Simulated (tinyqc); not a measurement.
Inside a calculation (part 2 of 3). Method: UHF in the sto-3g basis, for BH, spin multiplicity 3. Computed by tinyqc, a small Python program that keeps every step (integrals from PySCF). Command: `OMP_NUM_THREADS=1 python tinyqc.py 31786 31787 out.jsonl` (the two numbers bound the seeds that draw the settings). One thread of a shared host (Intel(R) Xeon(R) Processor @ 2.60GHz), about 0.1 s of CPU time with the checks.

Geometry (angstrom):
```
atom       x       y       z
B     0.0000  0.0000  0.0000
H     0.0000  0.0000  1.1980
```

## Iteration 3: DIIS over 3 matrices

error matrix X^T (FDS - SDF) X (alpha):
```
[[0.0000, -0.0262, 0.0000, 0.0000, -0.0152, -0.1009],
 [0.0262, 0.0000, 0.0000, 0.0000, -0.0236, 0.0127],
 [0.0000, 0.0000, 0.0000, 0.0000, 0.0000, 0.0000],
 [0.0000, 0.0000, 0.0000, 0.0000, 0.0000, 0.0000],
 [0.0152, 0.0236, 0.0000, 0.0000, 0.0000, -0.0330],
 [0.1009, -0.0127, 0.0000, 0.0000, 0.0330, 0.0000]]
```

B (overlaps of the stored error matrices):
```
[[4.3780327e-01, 2.1953526e-01, 1.1229173e-01],
 [2.1953526e-01, 1.1856609e-01, 6.4241271e-02],
 [1.1229173e-01, 6.4241271e-02, 3.6784548e-02]]
```

Minimise |sum c_i e_i|^2 with sum c_i = 1: solve [B -1; -1 0][c; lambda] = [0; -1] with B_ij = tr e_i^T e_j summed over both spins, and take F = sum c_i F_i.

DIIS coefficients: [0.4611, -2.3913, 2.9301]

extrapolated F(alpha) (hartree), order 1B 1s, 1B 2s, 1B 2px, 1B 2py, 1B 2pz, 2H 1s:
```
[[-7.3164, -2.1620, 0.0000, 0.0000, -0.0044, -0.5385],
 [-2.1620, -1.1228, 0.0000, 0.0000, 0.0311, -0.5615],
 [0.0000, 0.0000, -0.0708, -0.2348, 0.0000, 0.0000],
 [0.0000, 0.0000, -0.2348, 0.0790, 0.0000, 0.0000],
 [-0.0044, 0.0311, 0.0000, 0.0000, -0.1785, -0.3960],
 [-0.5385, -0.5615, 0.0000, 0.0000, -0.3960, -0.4345]]
```

extrapolated F(beta) (hartree), order 1B 1s, 1B 2s, 1B 2px, 1B 2py, 1B 2pz, 2H 1s:
```
[[-7.2685, -2.1246, 0.0000, 0.0000, -0.0023, -0.5251],
 [-2.1246, -0.7642, 0.0000, 0.0000, -0.2552, -0.5425],
 [0.0000, 0.0000, 0.3858, 0.0302, 0.0000, 0.0000],
 [0.0000, 0.0000, 0.0302, 0.3665, 0.0000, 0.0000],
 [-0.0023, -0.2552, 0.0000, 0.0000, 0.1881, -0.3184],
 [-0.5251, -0.5425, 0.0000, 0.0000, -0.3184, -0.3047]]
```

## Iteration 3: diagonalisation and new density

X, order 1B 1s, 1B 2s, 1B 2px, 1B 2py, 1B 2pz, 2H 1s:
```
[[1.0303, -0.1546, 0.0000, 0.0000, -0.0134, 0.0281],
 [-0.1546, 1.1650, 0.0000, 0.0000, 0.1368, -0.3525],
 [0.0000, 0.0000, 1.0000, 0.0000, 0.0000, 0.0000],
 [0.0000, 0.0000, 0.0000, 1.0000, 0.0000, 0.0000],
 [-0.0134, 0.1368, 0.0000, 0.0000, 1.1372, -0.3551],
 [0.0281, -0.3525, 0.0000, 0.0000, -0.3551, 1.2683]]
```

D(alpha) after iteration 2, order 1B 1s, 1B 2s, 1B 2px, 1B 2py, 1B 2pz, 2H 1s:
```
[[1.1659, -0.2871, 0.0000, 0.0000, 0.0579, -0.0245],
 [-0.2871, 1.0925, 0.0000, 0.0000, -0.2551, -0.0195],
 [0.0000, 0.0000, 0.5424, 0.3573, 0.0000, 0.0000],
 [0.0000, 0.0000, 0.3573, 0.3145, 0.0000, 0.0000],
 [0.0579, -0.2551, 0.0000, 0.0000, 0.2853, 0.2606],
 [-0.0245, -0.0195, 0.0000, 0.0000, 0.2606, 0.5226]]
```

D(beta) after iteration 2, order 1B 1s, 1B 2s, 1B 2px, 1B 2py, 1B 2pz, 2H 1s:
```
[[0.9543, -0.1235, 0.0000, 0.0000, -0.0242, -0.0932],
 [-0.1235, 0.4664, 0.0000, 0.0000, 0.0781, 0.2416],
 [0.0000, 0.0000, 0.0267, 0.0000, 0.0000, 0.0000],
 [0.0000, 0.0000, 0.0000, 0.0267, 0.0000, 0.0000],
 [-0.0242, 0.0781, 0.0000, 0.0000, 0.0491, 0.0707],
 [-0.0932, 0.2416, 0.0000, 0.0000, 0.0707, 0.2588]]
```

overlap S, order 1B 1s, 1B 2s, 1B 2px, 1B 2py, 1B 2pz, 2H 1s:
```
[[1.0000, 0.2693, 0.0000, 0.0000, 0.0000, 0.0653],
 [0.2693, 1.0000, 0.0000, 0.0000, 0.0000, 0.4717],
 [0.0000, 0.0000, 1.0000, 0.0000, 0.0000, 0.0000],
 [0.0000, 0.0000, 0.0000, 1.0000, 0.0000, 0.0000],
 [0.0000, 0.0000, 0.0000, 0.0000, 1.0000, 0.4854],
 [0.0653, 0.4717, 0.0000, 0.0000, 0.4854, 1.0000]]
```

Diagonalise F' = X^T F X, C = X C', fill 4 alpha and 2 beta electrons from the bottom; D(s) = C_occ C_occ^T; the new density keeps 0.5 of the old one (damping). Each column has its largest component positive (the first on a tie).

F' = X^T F X (alpha) (hartree):
```
[[-7.1315, -1.1312, 0.0000, 0.0000, -0.0384, -0.0691],
 [-1.1312, -0.5267, 0.0000, 0.0000, 0.2511, -0.4142],
 [0.0000, 0.0000, -0.0708, -0.2348, 0.0000, 0.0000],
 [0.0000, 0.0000, -0.2348, 0.0790, 0.0000, 0.0000],
 [-0.0384, 0.2511, 0.0000, 0.0000, 0.0791, -0.4823],
 [-0.0691, -0.4142, 0.0000, 0.0000, -0.4823, 0.0043]]
```

orbital energies (alpha) (hartree): [-7.3224, -0.6066, -0.3705, -0.2423, 0.2505, 0.7247]

coefficients C (alpha), order 1B 1s, 1B 2s, 1B 2px, 1B 2py, 1B 2pz, 2H 1s:
```
[[0.9910, -0.2458, -0.1528, 0.0000, 0.0000, 0.1438],
 [0.0336, 0.7109, 0.6321, 0.0000, 0.0000, -0.7861],
 [0.0000, 0.0000, 0.0000, 0.8074, -0.5900, 0.0000],
 [0.0000, 0.0000, 0.0000, 0.5900, 0.8074, 0.0000],
 [0.0036, 0.0543, -0.6296, 0.0000, 0.0000, -1.0193],
 [-0.0071, 0.4573, -0.4654, 0.0000, 0.0000, 1.1975]]
```

F' = X^T F X (beta) (hartree):
```
[[-7.0846, -1.1513, 0.0000, 0.0000, 0.0042, -0.0619],
 [-1.1513, -0.1423, 0.0000, 0.0000, -0.0477, -0.4510],
 [0.0000, 0.0000, 0.3858, 0.0302, 0.0000, 0.0000],
 [0.0000, 0.0000, 0.0302, 0.3665, 0.0000, 0.0000],
 [0.0042, -0.0477, 0.0000, 0.0000, 0.4226, -0.4501],
 [-0.0619, -0.4510, 0.0000, 0.0000, -0.4501, 0.1456]]
```

orbital energies (beta) (hartree): [-7.2729, -0.4803, 0.2636, 0.3444, 0.4078, 0.8311]

coefficients C (beta), order 1B 1s, 1B 2s, 1B 2px, 1B 2py, 1B 2pz, 2H 1s:
```
[[0.9925, -0.1930, -0.2237, 0.0000, 0.0000, 0.1188],
 [0.0283, 0.5250, 0.8693, 0.0000, 0.0000, -0.7015],
 [0.0000, 0.0000, 0.0000, -0.5900, 0.8074, 0.0000],
 [0.0000, 0.0000, 0.0000, 0.8074, 0.5900, 0.0000],
 [0.0040, 0.2675, -0.5043, 0.0000, 0.0000, -1.0547],
 [-0.0064, 0.5314, -0.4104, 0.0000, 0.0000, 1.1870]]
```

D(alpha) after iteration 3, order 1B 1s, 1B 2s, 1B 2px, 1B 2py, 1B 2pz, 2H 1s:
```
[[1.1158, -0.2626, 0.0000, 0.0000, 0.0722, -0.0364],
 [-0.2626, 0.9993, 0.0000, 0.0000, -0.3072, 0.0056],
 [0.0000, 0.0000, 0.5972, 0.4168, 0.0000, 0.0000],
 [0.0000, 0.0000, 0.4168, 0.3313, 0.0000, 0.0000],
 [0.0722, -0.3072, 0.0000, 0.0000, 0.3423, 0.2892],
 [-0.0364, 0.0056, 0.0000, 0.0000, 0.2892, 0.4742]]
```

D(beta) after iteration 3, order 1B 1s, 1B 2s, 1B 2px, 1B 2py, 1B 2pz, 2H 1s:
```
[[0.9883, -0.0984, 0.0000, 0.0000, -0.0359, -0.1011],
 [-0.0984, 0.3714, 0.0000, 0.0000, 0.1093, 0.2602],
 [0.0000, 0.0000, 0.0134, 0.0000, 0.0000, 0.0000],
 [0.0000, 0.0000, 0.0000, 0.0134, 0.0000, 0.0000],
 [-0.0359, 0.1093, 0.0000, 0.0000, 0.0603, 0.1064],
 [-0.1011, 0.2602, 0.0000, 0.0000, 0.1064, 0.2706]]
```

## Iteration 4: building the Fock matrix

core Hamiltonian H = T + V (hartree), order 1B 1s, 1B 2s, 1B 2px, 1B 2py, 1B 2pz, 2H 1s:
```
[[-12.7628, -3.3063, 0.0000, 0.0000, -0.0183, -0.8126],
 [-3.3063, -3.8390, 0.0000, 0.0000, -0.1602, -1.6997],
 [0.0000, 0.0000, -3.0041, 0.0000, 0.0000, 0.0000],
 [0.0000, 0.0000, 0.0000, -3.0041, 0.0000, 0.0000],
 [-0.0183, -0.1602, 0.0000, 0.0000, -3.1240, -1.5436],
 [-0.8126, -1.6997, 0.0000, 0.0000, -1.5436, -2.6441]]
```

Two-electron integrals (ij|kl) in chemists' order, unique and non-zero (hartree):
```
(11|11) 2.9235   (21|11) 0.5184   (21|21) 0.1093   (22|11) 0.7442
(22|21) 0.1932   (22|22) 0.5448   (31|31) 0.0203   (32|31) 0.0300
(32|32) 0.1203   (33|11) 0.7425   (33|21) 0.1932   (33|22) 0.5447
(33|33) 0.5868   (41|41) 0.0203   (42|41) 0.0300   (42|42) 0.1203
(43|43) 0.0316   (44|11) 0.7425   (44|21) 0.1932   (44|22) 0.5447
(44|33) 0.5235   (44|44) 0.5868   (51|51) 0.0203   (52|51) 0.0300
(52|52) 0.1203   (53|53) 0.0316   (54|54) 0.0316   (55|11) 0.7425
(55|21) 0.1932   (55|22) 0.5447   (55|33) 0.5235   (55|44) 0.5235
(55|55) 0.5868   (61|11) 0.1254   (61|21) 0.0263   (61|22) 0.0467
(61|33) 0.0465   (61|44) 0.0465   (61|51) 0.0019   (61|52) 0.0035
(61|55) 0.0472   (61|61) 0.0066   (62|11) 0.2825   (62|21) 0.0743
(62|22) 0.2282   (62|33) 0.2219   (62|44) 0.2219   (62|51) 0.0082
(62|52) 0.0484   (62|55) 0.2407   (62|61) 0.0191   (62|62) 0.1280
(63|31) 0.0077   (63|32) 0.0353   (63|53) 0.0092   (63|63) 0.0148
(64|41) 0.0077   (64|42) 0.0353   (64|54) 0.0092   (64|64) 0.0148
(65|11) 0.2570   (65|21) 0.0686   (65|22) 0.2222   (65|33) 0.2103
(65|44) 0.2103   (65|51) 0.0143   (65|52) 0.0787   (65|55) 0.2457
(65|61) 0.0186   (65|62) 0.1463   (65|65) 0.1785   (66|11) 0.4349
(66|21) 0.1166   (66|22) 0.4033   (66|33) 0.3791   (66|44) 0.3791
(66|51) 0.0163   (66|52) 0.1256   (66|55) 0.4513   (66|61) 0.0307
(66|62) 0.2830   (66|65) 0.3525   (66|66) 0.7746
```

nuclear repulsion = 2.208586 hartree

J_ij = sum D_kl (ij|kl) with D = D(alpha) + D(beta), K_ij = sum D_kl (ik|jl) for each spin; F = H + J - K(s); E = tr D H + tr D J / 2 - 0.5 sum_s tr D(s) K(s) + E_nn.

Coulomb J (hartree), order 1B 1s, 1B 2s, 1B 2px, 1B 2py, 1B 2pz, 2H 1s:
```
[[8.4485, 1.7124, 0.0000, 0.0000, 0.0169, 0.4169],
 [1.7124, 3.4975, 0.0000, 0.0000, 0.1352, 1.5332],
 [0.0000, 0.0000, 3.4728, 0.0264, 0.0000, 0.0000],
 [0.0000, 0.0000, 0.0264, 3.4560, 0.0000, 0.0000],
 [0.0169, 0.1352, 0.0000, 0.0000, 3.5512, 1.5420],
 [0.4169, 1.5332, 0.0000, 0.0000, 1.5420, 2.8767]]
```

exchange K(alpha) (hartree), order 1B 1s, 1B 2s, 1B 2px, 1B 2py, 1B 2pz, 2H 1s:
```
[[3.1203, 0.5874, 0.0000, 0.0000, 0.0040, 0.1497],
 [0.5874, 0.8037, 0.0000, 0.0000, -0.0277, 0.4184],
 [0.0000, 0.0000, 0.5110, 0.2314, 0.0000, 0.0000],
 [0.0000, 0.0000, 0.2314, 0.3634, 0.0000, 0.0000],
 [0.0040, -0.0277, 0.0000, 0.0000, 0.5839, 0.3960],
 [0.1497, 0.4184, 0.0000, 0.0000, 0.3960, 0.6850]]
```

exchange K(beta) (hartree), order 1B 1s, 1B 2s, 1B 2px, 1B 2py, 1B 2pz, 2H 1s:
```
[[2.8202, 0.5094, 0.0000, 0.0000, 0.0012, 0.1241],
 [0.5094, 0.4315, 0.0000, 0.0000, 0.2009, 0.3616],
 [0.0000, 0.0000, 0.0918, 0.0000, 0.0000, 0.0000],
 [0.0000, 0.0000, 0.0000, 0.0918, 0.0000, 0.0000],
 [0.0012, 0.2009, 0.0000, 0.0000, 0.2337, 0.2961],
 [0.1241, 0.3616, 0.0000, 0.0000, 0.2961, 0.5178]]
```

F(alpha) (hartree), order 1B 1s, 1B 2s, 1B 2px, 1B 2py, 1B 2pz, 2H 1s:
```
[[-7.4346, -2.1812, 0.0000, 0.0000, -0.0054, -0.5454],
 [-2.1812, -1.1452, 0.0000, 0.0000, 0.0027, -0.5849],
 [0.0000, 0.0000, -0.0423, -0.2050, 0.0000, 0.0000],
 [0.0000, 0.0000, -0.2050, 0.0885, 0.0000, 0.0000],
 [-0.0054, 0.0027, 0.0000, 0.0000, -0.1568, -0.3977],
 [-0.5454, -0.5849, 0.0000, 0.0000, -0.3977, -0.4525]]
```

F(beta) (hartree), order 1B 1s, 1B 2s, 1B 2px, 1B 2py, 1B 2pz, 2H 1s:
```
[[-7.1345, -2.1033, 0.0000, 0.0000, -0.0026, -0.5198],
 [-2.1033, -0.7729, 0.0000, 0.0000, -0.2259, -0.5281],
 [0.0000, 0.0000, 0.3769, 0.0264, 0.0000, 0.0000],
 [0.0000, 0.0000, 0.0264, 0.3601, 0.0000, 0.0000],
 [-0.0026, -0.2259, 0.0000, 0.0000, 0.1934, -0.2978],
 [-0.5198, -0.5281, 0.0000, 0.0000, -0.2978, -0.2852]]
```

total energy of this density = -24.720426 hartree

This density is a damped mixture and is not idempotent, and it still holds part of the atomic start, so its energy may lie below the converged one.

## Iteration 4: DIIS over 4 matrices

error matrix X^T (FDS - SDF) X (alpha):
```
[[0.0000, -0.0135, 0.0000, 0.0000, -0.0079, -0.0496],
 [0.0135, 0.0000, 0.0000, 0.0000, -0.0169, 0.0044],
 [0.0000, 0.0000, 0.0000, 0.0000, 0.0000, 0.0000],
 [0.0000, 0.0000, 0.0000, 0.0000, 0.0000, 0.0000],
 [0.0079, 0.0169, 0.0000, 0.0000, 0.0000, -0.0220],
 [0.0496, -0.0044, 0.0000, 0.0000, 0.0220, 0.0000]]
```

B (overlaps of the stored error matrices):
```
[[4.3780327e-01, 2.1953526e-01, 1.1229173e-01, 5.7464707e-02],
 [2.1953526e-01, 1.1856609e-01, 6.4241271e-02, 3.3699307e-02],
 [1.1229173e-01, 6.4241271e-02, 3.6784548e-02, 1.9950501e-02],
 [5.7464707e-02, 3.3699307e-02, 1.9950501e-02, 1.1134076e-02]]
```

As before.

DIIS coefficients: [-0.2486, 1.4604, -3.6304, 3.4186]

extrapolated F(alpha) (hartree), order 1B 1s, 1B 2s, 1B 2px, 1B 2py, 1B 2pz, 2H 1s:
```
[[-7.3213, -2.1638, 0.0000, 0.0000, -0.0030, -0.5390],
 [-2.1638, -1.1213, 0.0000, 0.0000, 0.0328, -0.5618],
 [0.0000, 0.0000, -0.0700, -0.2340, 0.0000, 0.0000],
 [0.0000, 0.0000, -0.2340, 0.0793, 0.0000, 0.0000],
 [-0.0030, 0.0328, 0.0000, 0.0000, -0.1967, -0.3909],
 [-0.5390, -0.5618, 0.0000, 0.0000, -0.3909, -0.4107]]
```

extrapolated F(beta) (hartree), order 1B 1s, 1B 2s, 1B 2px, 1B 2py, 1B 2pz, 2H 1s:
```
[[-7.2603, -2.1270, 0.0000, 0.0000, -0.0011, -0.5253],
 [-2.1270, -0.7317, 0.0000, 0.0000, -0.2604, -0.5325],
 [0.0000, 0.0000, 0.3921, 0.0301, 0.0000, 0.0000],
 [0.0000, 0.0000, 0.0301, 0.3729, 0.0000, 0.0000],
 [-0.0011, -0.2604, 0.0000, 0.0000, 0.1670, -0.3427],
 [-0.5253, -0.5325, 0.0000, 0.0000, -0.3427, -0.3283]]
```

## Iteration 4: diagonalisation and new density

As before.

F' = X^T F X (alpha) (hartree):
```
[[-7.1361, -1.1327, 0.0000, 0.0000, -0.0368, -0.0689],
 [-1.1327, -0.5213, 0.0000, 0.0000, 0.2513, -0.4242],
 [0.0000, 0.0000, -0.0700, -0.2340, 0.0000, 0.0000],
 [0.0000, 0.0000, -0.2340, 0.0793, 0.0000, 0.0000],
 [-0.0368, 0.2513, 0.0000, 0.0000, 0.0548, -0.4784],
 [-0.0689, -0.4242, 0.0000, 0.0000, -0.4784, 0.0366]]
```

orbital energies (alpha) (hartree): [-7.3273, -0.6004, -0.3703, -0.2409, 0.2503, 0.7320]

coefficients C (alpha), order 1B 1s, 1B 2s, 1B 2px, 1B 2py, 1B 2pz, 2H 1s:
```
[[0.9910, -0.2503, 0.1435, 0.0000, 0.0000, 0.1455],
 [0.0336, 0.7310, -0.5952, 0.0000, 0.0000, -0.7965],
 [0.0000, 0.0000, 0.0000, 0.8074, -0.5900, 0.0000],
 [0.0000, 0.0000, 0.0000, 0.5900, 0.8074, 0.0000],
 [0.0033, 0.0466, 0.6564, 0.0000, 0.0000, -1.0026],
 [-0.0069, 0.4380, 0.4452, 0.0000, 0.0000, 1.2123]]
```

F' = X^T F X (beta) (hartree):
```
[[-7.0744, -1.1601, 0.0000, 0.0000, 0.0056, -0.0623],
 [-1.1601, -0.1079, 0.0000, 0.0000, -0.0495, -0.4418],
 [0.0000, 0.0000, 0.3921, 0.0301, 0.0000, 0.0000],
 [0.0000, 0.0000, 0.0301, 0.3729, 0.0000, 0.0000],
 [0.0056, -0.0495, 0.0000, 0.0000, 0.4099, -0.4652],
 [-0.0623, -0.4418, 0.0000, 0.0000, -0.4652, 0.1207]]
```

orbital energies (beta) (hartree): [-7.2649, -0.4834, 0.2696, 0.3509, 0.4141, 0.8270]

coefficients C (beta), order 1B 1s, 1B 2s, 1B 2px, 1B 2py, 1B 2pz, 2H 1s:
```
[[0.9923, -0.1816, -0.2330, 0.0000, 0.0000, 0.1204],
 [0.0290, 0.4782, 0.8926, 0.0000, 0.0000, -0.7057],
 [0.0000, 0.0000, 0.0000, -0.5900, 0.8074, 0.0000],
 [0.0000, 0.0000, 0.0000, 0.8074, 0.5900, 0.0000],
 [0.0040, 0.2839, -0.4920, 0.0000, 0.0000, -1.0562],
 [-0.0066, 0.5584, -0.3836, 0.0000, 0.0000, 1.1835]]
```

D(alpha) after iteration 4, order 1B 1s, 1B 2s, 1B 2px, 1B 2py, 1B 2pz, 2H 1s:
```
[[1.0906, -0.2488, 0.0000, 0.0000, 0.0790, -0.0445],
 [-0.2488, 0.9445, 0.0000, 0.0000, -0.3318, 0.0302],
 [0.0000, 0.0000, 0.6246, 0.4466, 0.0000, 0.0000],
 [0.0000, 0.0000, 0.4466, 0.3397, 0.0000, 0.0000],
 [0.0790, -0.3318, 0.0000, 0.0000, 0.3877, 0.3009],
 [-0.0445, 0.0302, 0.0000, 0.0000, 0.3009, 0.4321]]
```

D(beta) after iteration 4, order 1B 1s, 1B 2s, 1B 2px, 1B 2py, 1B 2pz, 2H 1s:
```
[[1.0030, -0.0782, 0.0000, 0.0000, -0.0417, -0.1046],
 [-0.0782, 0.3005, 0.0000, 0.0000, 0.1226, 0.2635],
 [0.0000, 0.0000, 0.0067, 0.0000, 0.0000, 0.0000],
 [0.0000, 0.0000, 0.0000, 0.0067, 0.0000, 0.0000],
 [-0.0417, 0.1226, 0.0000, 0.0000, 0.0705, 0.1325],
 [-0.1046, 0.2635, 0.0000, 0.0000, 0.1325, 0.2912]]
```

## Iteration 30 (converged): orbitals

converged F(alpha) (hartree), order 1B 1s, 1B 2s, 1B 2px, 1B 2py, 1B 2pz, 2H 1s:
```
[[-7.3232, -2.1644, 0.0000, 0.0000, -0.0030, -0.5393],
 [-2.1644, -1.1265, 0.0000, 0.0000, 0.0289, -0.5608],
 [0.0000, 0.0000, -0.0731, -0.2343, 0.0000, 0.0000],
 [0.0000, 0.0000, -0.2343, 0.0764, 0.0000, 0.0000],
 [-0.0030, 0.0289, 0.0000, 0.0000, -0.2045, -0.3890],
 [-0.5393, -0.5608, 0.0000, 0.0000, -0.3890, -0.3924]]
```

converged F(beta) (hartree), order 1B 1s, 1B 2s, 1B 2px, 1B 2py, 1B 2pz, 2H 1s:
```
[[-7.2623, -2.1278, 0.0000, 0.0000, -0.0012, -0.5258],
 [-2.1278, -0.7202, 0.0000, 0.0000, -0.2558, -0.5307],
 [0.0000, 0.0000, 0.3943, 0.0301, 0.0000, 0.0000],
 [0.0000, 0.0000, 0.0301, 0.3751, 0.0000, 0.0000],
 [-0.0012, -0.2558, 0.0000, 0.0000, 0.1671, -0.3480],
 [-0.5258, -0.5307, 0.0000, 0.0000, -0.3480, -0.3454]]
```

Diagonalise F' = X^T F X, C = X C', fill 4 alpha and 2 beta electrons from the bottom; D(s) = C_occ C_occ^T. Each column has its largest component positive (the first on a tie).

F' = X^T F X (alpha) (hartree):
```
[[-7.1381, -1.1322, 0.0000, 0.0000, -0.0360, -0.0692],
 [-1.1322, -0.5284, 0.0000, 0.0000, 0.2450, -0.4259],
 [0.0000, 0.0000, -0.0731, -0.2343, 0.0000, 0.0000],
 [0.0000, 0.0000, -0.2343, 0.0764, 0.0000, 0.0000],
 [-0.0360, 0.2450, 0.0000, 0.0000, 0.0442, -0.4784],
 [-0.0692, -0.4259, 0.0000, 0.0000, -0.4784, 0.0609]]
```

orbital energies (alpha) (hartree): [-7.3292, -0.5994, -0.3683, -0.2443, 0.2476, 0.7355]

coefficients C (alpha), order 1B 1s, 1B 2s, 1B 2px, 1B 2py, 1B 2pz, 2H 1s:
```
[[0.9910, -0.2547, 0.1373, 0.0000, 0.0000, 0.1441],
 [0.0336, 0.7511, -0.5730, 0.0000, 0.0000, -0.7941],
 [0.0000, 0.0000, 0.0000, 0.8074, -0.5900, 0.0000],
 [0.0000, 0.0000, 0.0000, 0.5900, 0.8074, 0.0000],
 [0.0034, 0.0463, 0.6681, 0.0000, 0.0000, -0.9949],
 [-0.0069, 0.4155, 0.4399, 0.0000, 0.0000, 1.2222]]
```

F' = X^T F X (beta) (hartree):
```
[[-7.0761, -1.1625, 0.0000, 0.0000, 0.0047, -0.0627],
 [-1.1625, -0.0938, 0.0000, 0.0000, -0.0421, -0.4397],
 [0.0000, 0.0000, 0.3943, 0.0301, 0.0000, 0.0000],
 [0.0000, 0.0000, 0.0301, 0.3751, 0.0000, 0.0000],
 [0.0047, -0.0421, 0.0000, 0.0000, 0.4137, -0.4679],
 [-0.0627, -0.4397, 0.0000, 0.0000, -0.4679, 0.0989]]
```

orbital energies (beta) (hartree): [-7.2669, -0.4858, 0.2693, 0.3530, 0.4163, 0.8262]

coefficients C (beta), order 1B 1s, 1B 2s, 1B 2px, 1B 2py, 1B 2pz, 2H 1s:
```
[[0.9923, -0.1765, -0.2359, 0.0000, 0.0000, 0.1222],
 [0.0289, 0.4556, 0.9010, 0.0000, 0.0000, -0.7099],
 [0.0000, 0.0000, 0.0000, -0.5900, 0.8074, 0.0000],
 [0.0000, 0.0000, 0.0000, 0.8074, 0.5900, 0.0000],
 [0.0040, 0.2777, -0.4857, 0.0000, 0.0000, -1.0608],
 [-0.0066, 0.5793, -0.3773, 0.0000, 0.0000, 1.1755]]
```

D(alpha) after iteration 30, order 1B 1s, 1B 2s, 1B 2px, 1B 2py, 1B 2pz, 2H 1s:
```
[[1.0657, -0.2366, 0.0000, 0.0000, 0.0832, -0.0523],
 [-0.2366, 0.8936, 0.0000, 0.0000, -0.3479, 0.0598],
 [0.0000, 0.0000, 0.6519, 0.4764, 0.0000, 0.0000],
 [0.0000, 0.0000, 0.4764, 0.3481, 0.0000, 0.0000],
 [0.0832, -0.3479, 0.0000, 0.0000, 0.4485, 0.3131],
 [-0.0523, 0.0598, 0.0000, 0.0000, 0.3131, 0.3662]]
```

D(beta) after iteration 30, order 1B 1s, 1B 2s, 1B 2px, 1B 2py, 1B 2pz, 2H 1s:
```
[[1.0159, -0.0517, 0.0000, 0.0000, -0.0451, -0.1088],
 [-0.0517, 0.2084, 0.0000, 0.0000, 0.1266, 0.2637],
 [0.0000, 0.0000, 0.0000, 0.0000, 0.0000, 0.0000],
 [0.0000, 0.0000, 0.0000, 0.0000, 0.0000, 0.0000],
 [-0.0451, 0.1266, 0.0000, 0.0000, 0.0771, 0.1609],
 [-0.1088, 0.2637, 0.0000, 0.0000, 0.1609, 0.3357]]
```
